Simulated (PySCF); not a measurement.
C₄H₇OS (doublet state).
Geometry (GFN2-xTB, Å), atoms numbered from 1 in this order:
```
atom  x, y, z in Å
C1    -1.990    0.398   -0.305
C2    -0.756   -0.460   -0.082
O3     0.385    0.333   -0.321
C4     1.600   -0.362   -0.142
C5     2.770    0.465   -0.392
S6     3.018    1.958   -0.815
H7    -2.887   -0.189   -0.129
H8    -1.976    1.247    0.373
H9    -1.999    0.772   -1.325
H10   -0.761   -1.326   -0.764
H11   -0.737   -0.844    0.952
H12    1.675   -0.755    0.889
H13    1.651   -1.236   -0.817
```

The hyperfine couplings belong to this conformer and change with its torsions.

As a line formula: `CCOC[C]=S` [radical].

The calculation used UKS B3LYP, pcH-1 on C H O S, non-relativistic, mean-field spin-orbit, GIAO in PySCF 2.14.0. Isolated species at its GFN2-xTB geometry (one conformer only). Couplings are sensitive to structure, and on GFN2-xTB geometries they can be far from those on DFT ones. Stability of the SCF solution: not tested.

Principal values of hyperfine tensors in MHz (contact, dipolar and spin–orbit terms together), for some of the nuclei:

```csv
atom,isotope,A1,A2,A3,alike by the symmetry of this geometry
C5,13C,216.81,228.33,375.94,none
C4,13C,88.29,89.11,104.53,none
O3,17O,-35.14,-20.40,-19.91,none
S6,33S,-34.01,-31.78,93.11,none
H7,1H,1.75,1.97,3.17,none
C1,13C,1.81,1.89,3.02,none
H12,1H,-6.91,-4.48,9.82,H13
H10,1H,-1.65,-1.12,1.80,H11
```

Q: Split each tensor into its isotropic and traceless parts, and turn a_iso into mT with g = 1.9953.

A: a_iso is a third of the trace, T = A − a_iso, and a(mT) = a(MHz)/(g × 13.996). The tensors hold a spin–orbit part: the run splits a_iso into a_FC + a_SO, and T includes its anisotropic share.

| atom | a_iso (MHz) | a_FC | a_SO | a_iso (mT) | T1 | T2 | T3 |
| --- | --- | --- | --- | --- | --- | --- | --- |
| C5 | 273.69 | 275.12 | -1.43 | 9.801 | -56.88 | -45.37 | 102.25 |
| C4 | 93.98 | 94.05 | -0.07 | 3.365 | -5.69 | -4.87 | 10.55 |
| O3 | -25.15 | -25.15 | 0.00 | -0.901 | -9.99 | 4.75 | 5.24 |
| S6 | 9.11 | 10.13 | -1.03 | 0.326 | -43.12 | -40.89 | 84.01 |
| H7 | 2.30 | 2.30 | 0.00 | 0.082 | -0.54 | -0.33 | 0.88 |
| C1 | 2.24 | 2.24 | 0.00 | 0.080 | -0.43 | -0.35 | 0.78 |
| H12 | -0.52 | -0.46 | -0.06 | -0.019 | -6.39 | -3.96 | 10.35 |
| H10 | -0.32 | -0.32 | 0.00 | -0.012 | -1.32 | -0.80 | 2.12 |

Q: What spin density at the nucleus of C5 lies behind its contact coupling (g_N = 1.40482)?

A: a_FC = 800.24 MHz bohr³ × g_N × ρ(0)/(2S). With a_FC = 275.12 MHz and 2S = 1, ρ(0) = 0.2447 bohr⁻³.

Q: C2 (13C, g_N = 1.40482) isn't in the table. Its spin density at the nucleus is 0.002347 bohr⁻³. What is its contact coupling?

A: By the same relation, a_FC = 2.64 MHz. Its full tensor has the principal values 1.58, 1.59, 4.75 MHz.

Q: Name the largest traceless tensor T of the table and describe it.

A: C5: -56.9, -45.4, 102.2 MHz (the dipolar term alone has -53.1, -47.8, 100.9), rhombic: the two smaller values differ by 11 % of the largest.

Q: What first-order splitting does O3 cause when the field lies along A1, A2 or A3 of its tensor (g taken as isotropic, no quadrupole term)?

A: 6 lines (I = 5/2), spaced by |A_i|/(g × 13.996): 1.26, 0.73, 0.71 mT along the axes of A1, A2 and A3.

Time: 98 s (with the writing of density and orbital grids); peak memory 0.87 GiB. Hardware: AMD EPYC, one thread, on a shared host.
